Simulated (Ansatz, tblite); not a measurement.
**The cluster Na4Li2: one state, many levels**

The task here is to estimate one member of a computed series from the others.

The runs use Ansatz 0.2.0, Gaussian basis; as each input shows.

Levels to be run: GFN2-xTB, PBE/def2-TZVP, r2SCAN/def2-TZVP, CAM-B3LYP/def2-TZVP, HSE06/def2-TZVP, r2SCANh/def2-TZVP, BLYP/def2-TZVP, LC-ωPBE/def2-TZVP, PBE-QIDH/def2-TZVP, LDA/def2-TZVP, PBE/def2-SVP, PBE0/def2-SVP, HF/STO-3G, HF/6-31G, B3LYP/6-31G, PBE0/def2-TZVPD, PBE/def2-TZVPD, r2SCAN/def2-TZVPD, CCSD(T)/def2-TZVPP, MP2/def2-TZVP, RPA/def2-TZVP.

2 further runs of the same task are left out: 1 that didn't finish, 1 set aside as unsound or not needed. Runs told in other sessions of the task aren't counted.

## The relaxed structure

The geometry is that of the singlet, from an earlier relaxation (PBE/def2-SVP). At that level it is the lowest of the isomers that a small search found.

6 atoms, charge 0, spin multiplicity 1.

Bond lengths: Li1–Li2 2.883 Å, Li1–Na3 3.091 Å, Li1–Na4 3.081 Å, Li1–Na5 3.084 Å, Li1–Na6 3.104 Å, Li2–Na4 3.425 Å, Li2–Na5 3.432 Å, Na3–Na4 3.724 Å, Na3–Na6 3.613 Å, Na5–Na6 3.735 Å. Angles: Li2–Li1–Na3 144.2°, Li2–Li1–Na4 70.0°, Li2–Li1–Na5 70.1°, Li2–Li1–Na6 144.4°, Na3–Li1–Na4 74.2°, Na3–Li1–Na5 145.6°, Na3–Li1–Na6 71.4°, Na4–Li1–Na5 140.2°, Na4–Li1–Na6 145.6°, Na5–Li1–Na6 74.3°, Li1–Li2–Na4 57.7°, Li1–Li2–Na5 57.7°, Na4–Li2–Na5 115.4°, Li1–Na3–Na4 52.8°, Li1–Na3–Na6 54.5°, Na4–Na3–Na6 107.2°, Li1–Na4–Li2 52.3°, Li1–Na4–Na3 53.0° and more.

PBE0/def2-TZVP was run before; its log isn't repeated, and its numbers join the tables.

The first run:

Tight binding, by tblite at 300 K electronic temperature and without a spin-polarisation term:

```python
tblite.interface.Calculator('GFN2-xTB', numbers, positions, charge=0, uhf=0).singlepoint()
```

start.molden holds the orbitals of an earlier run on this state, given as this run's starting guess.

Input file in.yaml:

```yaml
crystal:
  periodic: [false, false, false]
  atoms:
    - {symbol: Li, position_ang: [-0.003873, -0.006283, -0.004389]}
    - {symbol: Li, position_ang: [-1.940689, -1.988063, -0.798341]}
    - {symbol: Na, position_ang: [2.798144, 0.408002, 1.233022]}
    - {symbol: Na, position_ang: [1.087483, -2.831070, 0.562592]}
    - {symbol: Na, position_ang: [-2.512217, 1.377951, -1.145195]}
    - {symbol: Na, position_ang: [0.571143, 3.039463, 0.152321]}
basis:
  gaussian: {orbitals: def2-TZVP, initial_orbitals: start.molden}
hamiltonian: {xc: pbe}
scf: {omitted_lower_state_checks: [starts]}
output: {orbitals: {seedname: orbitals}}
```

On the command line:

```bash
$ ansatz run in.yaml --threads 4 --pin off --events-out ev --progress --plain --max-ram 3916MiB
```

Among the steps run: PBE/def2-TZVP; r2SCAN/def2-TZVP; CAM-B3LYP/def2-TZVP; HSE06/def2-TZVP; r2SCANh/def2-TZVP; BLYP/def2-TZVP; LC-ωPBE/def2-TZVP; PBE-QIDH/def2-TZVP; LDA/def2-TZVP; PBE/def2-SVP; PBE0/def2-SVP; HF/STO-3G; HF/6-31G; B3LYP/6-31G; PBE0/def2-TZVPD; PBE/def2-TZVPD; r2SCAN/def2-TZVPD; CCSD(T)/def2-TZVPP; MP2/def2-TZVP; RPA/def2-TZVP.

One table of the session follows, with a row left open; its other results are not shown here.

It belongs to the step «Levels side by side». 

| level | HOMO (eV) | LUMO (eV) | gap (eV) |
| --- | --- | --- | --- |
| HF/STO-3G | 1.46 | 7.99 | 6.53 |
| HF/6-31G | -4.12 | 0.24 | 4.36 |
| LDA/def2-TZVP | -3.13 | -1.86 | 1.27 |
| PBE/def2-SVP | -3.01 | -1.72 | 1.28 |
| PBE/def2-TZVP | -3.03 | -1.76 | 1.27 |
| PBE/def2-TZVPD | -3.03 | -1.76 | 1.27 |
| BLYP/def2-TZVP | -2.89 | -1.64 | 1.24 |
| r2SCAN/def2-TZVP | -3.00 | -1.60 | 1.39 |
| r2SCAN/def2-TZVPD | -3.00 | -1.60 | 1.39 |
| r2SCANh/def2-TZVP | -3.16 | -1.46 | 1.70 |
| B3LYP/6-31G | -3.38 | -1.47 | 1.91 |
| PBE0/def2-SVP | -3.42 | -1.31 | 2.12 |
| PBE0/def2-TZVP | -3.43 | -1.34 | 2.10 |
| PBE0/def2-TZVPD | -3.43 | -1.34 | 2.10 |
| HSE06/def2-TZVP | -3.12 | -1.63 | 1.49 |
| CAM-B3LYP/def2-TZVP | -4.10 | -0.73 | 3.38 |
| LC-ωPBE/def2-TZVP | ? | ? | ? |

Q: Estimate the row for LC-ωPBE/def2-TZVP from the others.

As computed: HOMO (eV): -4.71; LUMO (eV): -0.17; gap (eV): 4.54. In the column «HOMO (eV)» it is the lowest.
